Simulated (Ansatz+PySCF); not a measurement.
A calculation with Ansatz (development build ahead of 0.2.0).

```yaml
crystal:
  periodic: [false, false, false]
  atoms:
    - { symbol: O, position_ang: [0.0, 0.0, -1.06945] }
    - { symbol: O, position_ang: [0.0, 0.0, 1.06945] }
basis:
  gaussian: { orbitals: STO-3G }
magnetization:
  initial_magnetization: 2
hamiltonian:
  xc: hf
correlation:
  method: mp2
  frozen_orbitals: { O: 1 }
scf:
  omitted_lower_state_checks: [starts, atomic_configurations, cluster_reference, orbital_swaps, given_window_search, neighbouring_geometries, increment]
```

The input is written out in the form of the current development build from the run's settings. Correlation on restricted open-shell orbitals is semicanonical, with singles.

The run gave:

| Quantity | Value |
| --- | --- |
| Converged | yes |
| Reference energy | -147.37570 hartree |
| Correlation energy | -0.12393 hartree |
| Total energy | -147.49963 hartree |
| Spin squared of the determinant | 2.000 |
| Stability test | minimum among restricted orbitals |

Messages of the program:
```
mean field -4010.29712051 eV, -147.3757009016 hartree, gradient 3.1e-6 eV, S^2 2.000000; 0 other ends of a descent, 0 dependent functions left out
```

This is not the lowest solution: another run reaches a determinant 2.78 eV lower. Caution: large amplitudes, a single reference is doubtful; an unrestricted determinant lies well below; another reference gives a lower total.
